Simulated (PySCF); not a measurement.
Molecule: SMILES N#S(F)(F)F, F$_{3}$NS.

Mapped SMILES: `[N:1]#[S:2]([F:3])([F:4])[F:5]`.

Geometry PBE0-D3(BJ)/def2-SVP throughout; GIAO in PySCF 2.14.0 with density-fitted response routines, gas phase, one conformer, non-relativistic; equivalent atoms averaged; functional PBE0.

(1) How do the shifts δ (against NH3, CS2, CFCl3 at the same level) depend on the basis set? (ppm; last column core-seconds on shared hosts with different chips, so compare them loosely)

(2) Which nucleus moves most, in ppm?

(3) Taking the largest basis, pcSseg-2 (187 functions), as the yardstick, rank the others by their worst heavy-atom deviation.

Answers

(1) 
```tsv
basis set	functions	N1	S2	F3/F4/F5	core-s
STO-3G	29	206.2	-62.3	64.9	1.1
6-31G	49	257.1	76.2	145.6	2.1
pcSseg-0	49	286.0	191.5	127.1	2.2
6-31G*	74	175.8	114.8	111.9	2.9
def2-SVP	74	200.0	161.4	124.3	2.7
cc-pVDZ	74	204.6	120.7	118.2	3.5
pcSseg-1	92	218.0	137.8	116.1	2.1
aug-cc-pVDZ	119	198.6	130.2	112.6	6.1
6-311+G(2d,p)	143	200.7	162.0	117.6	7.3
cc-pVTZ	154	202.2	157.4	114.8	8.7
def2-TZVP	161	197.9	173.9	118.4	7.4
IGLO-III	184	201.3	168.1	123.1	9.7
pcSseg-2	187	200.8	166.6	115.0	17
```

(2) S2 (sulfur bonded to 3 F, N): from -62.3 ppm with STO-3G to 191.5 ppm with pcSseg-0. The smallest spread is 80.7 ppm, at F3/F4/F5.

(3) 6-311+G(2d,p) 4.6 ppm (143 functions), def2-TZVP 7.3 ppm (161 functions), IGLO-III 8.0 ppm (184 functions), cc-pVTZ 9.1 ppm (154 functions), def2-SVP 9.3 ppm (74 functions), pcSseg-1 28.8 ppm (92 functions), aug-cc-pVDZ 36.4 ppm (119 functions), cc-pVDZ 45.9 ppm (74 functions), 6-31G* 51.8 ppm (74 functions), pcSseg-0 85.2 ppm (49 functions), 6-31G 90.4 ppm (49 functions), STO-3G 228.9 ppm (29 functions).

A small basis that lands close on one nucleus may do so by chance; judge by the trend and by all nuclei.
